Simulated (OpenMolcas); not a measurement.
# One shape, several levels: H2SO2 (SMILES O=[SH2]=O)

We compute a comparison of 6 runs (HF/STO-3G, HF/3-21G, B3LYP/6-31G*, TPSSh/def2-TZVP, B3LYP/cc-pVTZ, MP2/6-311G**) of H2SO2. 

The results are computed with OpenMolcas 26.06.

5 further runs of the same task are left out: 5 set aside as unsound or not needed.

**1. The structure to begin with**

The species is H2SO2 (5 atoms), meant as a singlet with charge 0. SMILES: `O=[SH2]=O`. The coordinates come from a GFN2-xTB relaxation.

Bond lengths: O1–S2 1.425 Å, S2–O3 1.425 Å, S2–H4 1.399 Å, S2–H5 1.399 Å. Angles: O1–S2–O3 121.4°, O1–S2–H4 107.9°, O1–S2–H5 107.9°, O3–S2–H4 107.9°, O3–S2–H5 107.9°, H4–S2–H5 102.1°.

**2. Energy and gradient at HF/STO-3G (run 1)**

The input, struct.xyz:

```xyz
5

O     -0.986390     0.275820     1.043450
S      0.013430    -0.014140     0.070290
O      1.269430    -0.576280     0.440760
H     -0.558620    -0.842170    -0.901330
H      0.262150     1.156770    -0.653170
```

The input, test.inp:

```
* H2O2S Hartree-Fock
>>> EXPORT MOLCAS_PRINT=2
&GATEWAY
BasLib
$CurrDir
Coord
struct.xyz
Basis
STO-3G
Group
NoSym
&SEWARD
&SCF
Thresholds
1e-10 1e-07 1e-07 1e-05
PrOrbitals
1 1
&ALASKA
```

The basis set STO-3G is read from a file made from the Basis Set Exchange's data (not shown).

The run is started by

```sh
$ export MOLCAS_MEM=1860
$ pymolcas test.inp > test.log
```

Log:

```text
--- Start Module: gateway ---
[...]
--- Stop Module: gateway /rc=_RC_ALL_IS_WELL_ ---
[...]
      Basis functions           21
[...]
--- Start Module: scf ---
[...]
       Convergence after  12 Iterations
[...]
::    Total SCF energy                               -541.5589770683
[...]
      Total spin, S                                     0.0000000000
[...]
      Total electronic charge=   34.000000
      Total            charge=   -0.000000
[...]
      Dipole Moment (debye):
      Origin of the operator (angstrom)=    0.0706   -0.0749    0.3701
                   X= -6.4408E-01               Y=  6.8477E-01               Z= -3.3787E+00           Total=  3.5070E+00
      Quadrupole Moment (debye*angstrom):
[...]
--- Stop Module: scf /rc=_RC_ALL_IS_WELL_ ---
--- Start Module: alaska ---
[...]
 *              Molecular gradients               *
 **************************************************
  Irreducible representation: a
 ------------------------------------------------------------------------------------------
                              X                       Y                       Z
 ------------------------------------------------------------------------------------------
  O1                1.71275779352722E-01   -5.01698835285689E-02   -1.62658085294684E-01
  S2                3.66946716457521E-02   -3.88331197483016E-02    1.92321824003830E-01
  O3               -2.13686921781889E-01    9.52004825846418E-02   -5.98090018698572E-02
  H4                3.55348984238502E-04   -9.23160008458890E-03    1.42745364042214E-02
  H5                5.36112179920922E-03    3.03412077682541E-03    1.58707267565159E-02
 ------------------------------------------------------------------------------------------
--- Stop Module: alaska /rc=_RC_ALL_IS_WELL_ ---
[...]
```

It took 1.9 s on 1 thread of Arm Neoverse V1, shared host; peak memory 0.37 GiB.

**3. Energy and gradient at HF/3-21G (run 2)**

The input, test.input:

```
&GATEWAY
 BasLib=$CurrDir
 BasisSet
 O.3-21G....
 O1 -0.986390 0.275820 1.043450 angstrom
 O3 1.269430 -0.576280 0.440760 angstrom
 End of Basis
 BasisSet
 S.3-21G....
 S2 0.013430 -0.014140 0.070290 angstrom
 End of Basis
 BasisSet
 H.3-21G....
 H4 -0.558620 -0.842170 -0.901330 angstrom
 H5 0.262150 1.156770 -0.653170 angstrom
 End of Basis

&SEWARD

&SCF
 Thresholds=1e-10 1e-07 1e-07 1e-05
 PrOrbitals=1 2

&ALASKA
```

The basis set 3-21G is read from a file made from the Basis Set Exchange's data (not shown).

The run is started by

```sh
$ export MOLCAS_MEM=1860
$ pymolcas test.input > test.log
```

Log:

```text
--- Start Module: gateway ---
[...]
--- Stop Module: gateway /rc=_RC_ALL_IS_WELL_ ---
[...]
      Basis functions           35
[...]
--- Start Module: scf ---
[...]
       Convergence after  14 Iterations
[...]
::    Total SCF energy                               -545.2773244239
[...]
      Total spin, S                                     0.0000000000
[...]
      Total electronic charge=   34.000000
      Total            charge=   -0.000000
[...]
      Dipole Moment (debye):
      Origin of the operator (angstrom)=    0.0706   -0.0749    0.3701
                   X= -8.3092E-01               Y=  8.8334E-01               Z= -4.3587E+00           Total=  4.5243E+00
      Quadrupole Moment (debye*angstrom):
[...]
--- Stop Module: scf /rc=_RC_ALL_IS_WELL_ ---
--- Start Module: alaska ---
[...]
 *              Molecular gradients               *
 **************************************************
  Irreducible representation: a
 ------------------------------------------------------------------------------------------
                              X                       Y                       Z
 ------------------------------------------------------------------------------------------
  O1                1.37482959700973E-01   -4.09784317190640E-02   -1.24893534968395E-01
  O3               -1.69467261090400E-01    7.49265687328720E-02   -4.28854731725719E-02
  S2                3.32759695017015E-02   -3.52374278655803E-02    1.74450005519734E-01
  H4               -5.93429992410566E-03   -1.22802589152418E-02   -4.95853802359747E-03
  H5                4.64263181184377E-03    1.35695497670381E-02   -1.71245935516584E-03
 ------------------------------------------------------------------------------------------
--- Stop Module: alaska /rc=_RC_ALL_IS_WELL_ ---
[...]
```

Wall time 2.1 s (1 thread of Arm Neoverse V1, shared host); peak memory 0.37 GiB.

Runs 3 to 5 aren't shown in full; the table further down has their settings and results.

**4. The energy at MP2/6-311G(d,p) (run 6)**

struct.xyz is that of step 2.

The input, calc.input:

```
&GATEWAY
BASLIB=$CurrDir
COORD=struct.xyz
BASIS=6-311Gss
GROUP=NoSym
&SEWARD
&SCF
THRESHOLDS=1e-10 1e-07 1e-07 1e-05
PRORBITALS=0
&MBPT2
FROZEN=7
```

The basis set 6-311G** is read from a file made from the Basis Set Exchange's data (not shown).

The run is started by

```sh
$ export MOLCAS_MEM=1860
$ pymolcas calc.input > calc.log
```

Log:

```text
--- Start Module: gateway ---
[...]
--- Stop Module: gateway /rc=_RC_ALL_IS_WELL_ ---
[...]
      Basis functions           74
[...]
--- Start Module: scf ---
[...]
       Convergence after  13 Iterations
[...]
::    Total SCF energy                               -548.3440872711
[...]
      Total spin, S                                     0.0000000000
[...]
      Total electronic charge=   34.000000
      Total            charge=   -0.000000
[...]
      Dipole Moment (debye):
      Origin of the operator (angstrom)=    0.0706   -0.0749    0.3701
                   X= -7.7762E-01               Y=  8.2653E-01               Z= -4.0788E+00           Total=  4.2337E+00
      Quadrupole Moment (debye*angstrom):
[...]
--- Stop Module: scf /rc=_RC_ALL_IS_WELL_ ---
[...]
--- Start Module: mbpt2 ---
[...]
WARNING!
Default frozen orbitals as non valence orbitals is overwritten by user input.
Default values:   7
[...]
       Reference weight ( Cref**2 )         =        0.86384
::    Total MBPT2 energy                             -548.8963131257
[...]
      Total MBPT2 calculations                           0.12      0.16
--- Stop Module: mbpt2 /rc=_RC_ALL_IS_WELL_ ---
[...]
```

Run time: 4.2 s. Hardware: 1 thread of Arm Neoverse V1, shared host; peak memory 0.43 GiB.

**5. All runs side by side**

```
run                               level  integration grid      task  energy (Eh)  dipole moment (D) of the reference  HOMO energy (eV)  LUMO energy (eV)  wall time
  1                           HF/STO-3G                 –  gradient  -541.558977                                3.51             -8.09              9.22      1.9 s
  2                            HF/3-21G                 –  gradient  -545.277324                                4.52            -12.46              3.53      2.1 s
  3  B3LYP/6-31G* (spherical functions)         UltraFine  gradient  -549.720138                                3.28             -8.81              0.09       12 s
  4                     TPSSh/def2-TZVP         UltraFine  gradient  -549.886414                                3.18             -8.51             -0.63       48 s
  5                       B3LYP/cc-pVTZ         UltraFine  gradient  -549.858850                                3.29             -8.96             -0.78       51 s
  6                        MP2/6-311G**                 –    energy  -548.896313                                4.23            -13.06              2.65      4.2 s
```

**6. Outcome**

| quantity | value |
| --- | --- |
| run 6: total energy | -548.89631 Eh |
| run 6: dipole moment (mean-field density) | 4.23 D |
| run 6: HOMO energy (Hartree–Fock orbitals) | -13.06 eV |
| run 6: LUMO energy (Hartree–Fock orbitals) | 2.65 eV |
| run 6: HOMO–LUMO gap (Hartree–Fock orbitals) | 15.71 eV |
| run 6: correlation energy (7 core orbitals frozen) | -552.2 mEh |

**Reading.** Over runs 1, 2, 3, 4, 5 the dipole moment (its size) runs from 3.18 D (TPSSh/def2-TZVP) to 4.52 D (HF/3-21G). The two ends differ in method and basis. Over runs 1, 2, 3, 4, 5 the HOMO–LUMO gap runs from 7.88 eV (TPSSh/def2-TZVP) to 17.31 eV (HF/STO-3G). Totals of different functionals can't be ranked against each other. In run 1 the basis is minimal, so the values are rough. All runs together took 2 min, the longest 51 s.
